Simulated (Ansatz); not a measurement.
We consider hcp Y, described by PBEsol in Ansatz (PAW).

Settings: plane-wave cutoff 520 eV, 16×16×10 k mesh (along the axes of the cell as run), Fermi–Dirac smearing 0.1 eV, perturbation theory, force constants from a 4×4×2 q mesh, scalar-relativistic PAW data made under PBE.

Computed at the level's own relaxed cell.

Y is modelled in the hexagonal space group P6₃/mmc (No. 194), the hcp (Mg type) structure, Pearson symbol hP2. Cell: a = b = 3.598 Å, c = 5.590 Å, α = β = 90.00°, γ = 120.00°. Y on 2c sees 12 Y at 3.482–3.598 Å (anticuboctahedral). (Neighbours: up to the widest gap in distance over summed covalent radii, below 1.35, at either atom.)

Harmonic phonon frequencies (cm⁻¹; i marks an imaginary mode):

| q point | frequencies |
|---|---|
| Γ | ___ |
| A | 63 63 63 63 111 111 |

Question: What belongs in the gaps?

Answer: 
- Γ, frequencies: 0 0 0 87 87 153

No imaginary mode appears at these points.

Ansatz is a quantum-chemistry and plane-wave program.
